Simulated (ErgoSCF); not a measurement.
# A workflow on SiH3S (SMILES [SiH2]S)

Aim: a single-point energy (UBLYP/def2-SV(P)), then the energy (UBLYP/def2-SVP), then a single-point energy (UBLYP/def2-TZVP), then the energy (UBLYP/def2-TZVPP) of SiH3S. 

The results are computed with ErgoSCF 3.8.

1 further run of the same task is left out (set aside as unsound or not needed).

## (1) The molecule

The species is SiH3S (5 atoms), meant as a doublet with charge 0. SMILES: `[SiH2]S`. The shape is that of a PBE0-D4/def2-TZVP optimisation. This is one conformer, not always the lowest.

Bond lengths: Si1–S2 2.132 Å, Si1–H3 1.492 Å, Si1–H4 1.488 Å, S2–H5 1.344 Å. Angles: Si1–S2–H5 94.7°, S2–Si1–H3 111.4°, S2–Si1–H4 105.0°, H3–Si1–H4 110.5°.

## (2) A single-point energy at UBLYP/def2-SV(P) (run 1)

The input, input.ego:

```
set_nthreads(1)
molecule_inline Angstrom
Si      -0.096300      -0.694000      -0.309300
S        0.273100       1.406000      -0.294500
H       -0.094500      -1.256800       1.073000
H       -1.440300      -0.843200      -0.929900
H        1.407800       1.314300       0.419300
EOF
scf.use_diagonalization = 1
scf.max_number_of_iterations = 70
spin_polarization = 1
tmpdir = "."
scf.convergence_threshold = 1e-06
scf.output_mulliken_pop = 1
basis = "def2-SV(P)"
run "BLYP"
```

The basis set def2-SV(P) is read from a file made from the Basis Set Exchange's data (not shown).

On the command line:

```console
$ ergo input.ego
```

Standard output, cut to the lines that bear on the results:

```text
[...]
INDF Weighted mixed functional:
[...]
INSC Energy   1 =       -407.12605134996
[...]
INDE E_LUMO =         -0.12193024395
[...]
INSC Energy  21 =       -689.21535691513  ( diff     -0.000000009841870 )
[...]
RESC CONVERGED after  21 iterations.
RESC FINAL ENERGY:       -689.21535691513
RESC FINAL <S2> =          0.75122705831
[...]
INSC SCF: dipole_moment_x [atomic units] =       0.26217552
INSC SCF: dipole_moment_y [atomic units] =      -0.09622149
INSC SCF: dipole_moment_z [atomic units] =       0.20959629
[...]
```

Wall time 5.1 s (1 thread of Arm Neoverse V2, shared host); peak memory 0.26 GiB.

## (3) A single-point energy at UBLYP/def2-SVP (run 2)

input.ego: that of step 2 with these lines changed.

```diff
@@ -14,3 +14,3 @@
 scf.output_mulliken_pop = 1
-basis = "def2-SV(P)"
+basis = "def2-SVP"
 run "BLYP"
```

The basis set def2-SVP is read from a file made from the Basis Set Exchange's data (not shown).

On the command line:

```console
$ ergo input.ego
```

Standard output, cut to the lines that bear on the results:

```text
[...]
INDF Weighted mixed functional:
[...]
INSC Energy   1 =       -348.58005059618
[...]
INDE E_LUMO =         -0.12168305279
[...]
INSC Energy  22 =       -689.22433899895  ( diff     -0.000000000042292 )
[...]
RESC CONVERGED after  22 iterations.
RESC FINAL ENERGY:       -689.22433899895
RESC FINAL <S2> =          0.75124506011
[...]
INSC SCF: dipole_moment_x [atomic units] =       0.25755678
INSC SCF: dipole_moment_y [atomic units] =      -0.08977599
INSC SCF: dipole_moment_z [atomic units] =       0.20630588
[...]
```

Run time: 6.9 s. Hardware: 1 thread of Arm Neoverse V2, shared host; peak memory 0.26 GiB.

Run 3 isn't shown in full; the table further down has it.

## (4) The energy at UBLYP/def2-TZVPP (run 4)

input.ego: that of step 3 with these lines changed.

```diff
@@ -14,3 +14,3 @@
 scf.output_mulliken_pop = 1
-basis = "def2-SVP"
+basis = "def2-TZVPP"
 run "BLYP"
```

The basis set def2-TZVPP is read from a file made from the Basis Set Exchange's data (not shown).

On the command line:

```console
$ ergo input.ego
```

Standard output, cut to the lines that bear on the results:

```text
[...]
INDF Weighted mixed functional:
[...]
INSC Energy   1 =       -222.89531767484
[...]
INDE E_LUMO =         -0.12696069188
[...]
INSC Energy  17 =       -689.47346568262  ( diff     -0.000000000336286 )
[...]
RESC CONVERGED after  17 iterations.
RESC FINAL ENERGY:       -689.47346568262
RESC FINAL <S2> =          0.75195374715
[...]
INSC SCF: dipole_moment_x [atomic units] =       0.23435402
INSC SCF: dipole_moment_y [atomic units] =      -0.11565008
INSC SCF: dipole_moment_z [atomic units] =       0.17047724
[...]
```

Run time: 58 s. Hardware: 1 thread of Arm Neoverse V2, shared host; peak memory 0.26 GiB.

## (5) All runs side by side

```csv
run,level,energy (Eh),dipole moment (D),⟨S²⟩,wall time
1,UBLYP/def2-SV(P),-689.215357,0.89,0.751,5.1 s
2,UBLYP/def2-SVP,-689.224339,0.87,0.751,6.9 s
3,UBLYP/def2-TZVP,-689.472115,0.82,0.752,30 s
4,UBLYP/def2-TZVPP,-689.473466,0.79,0.752,58 s
```

Convergence of the total energy of doublet SiH3S with the basis set, against the last point:

```csv
basis set,from the last (mEh),wall time
def2-SV(P),+258.109,5.1 s
def2-SVP,+249.127,6.9 s
def2-TZVP,+1.350,30 s
def2-TZVPP,+0.000,58 s
```

Convergence of the dipole moment of doublet SiH3S with the basis set, against the last point:

```csv
basis set,from the last (D),wall time
def2-SV(P),+0.0944,5.1 s
def2-SVP,+0.0762,6.9 s
def2-TZVP,+0.0223,30 s
def2-TZVPP,+0.0000,58 s
```

## (6) What came out

```
                              quantity          value
 run 4, UBLYP/def2-TZVPP: total energy  -689.47347 Eh
run 4, UBLYP/def2-TZVPP: dipole moment         0.79 D
         run 4, UBLYP/def2-TZVPP: ⟨S²⟩          0.752
```

What this shows: The dipole moment (its size) runs from 0.79 D (UBLYP/def2-TZVPP) to 0.89 D (UBLYP/def2-SV(P)). All runs together took 1.7 min, the longest 58 s.
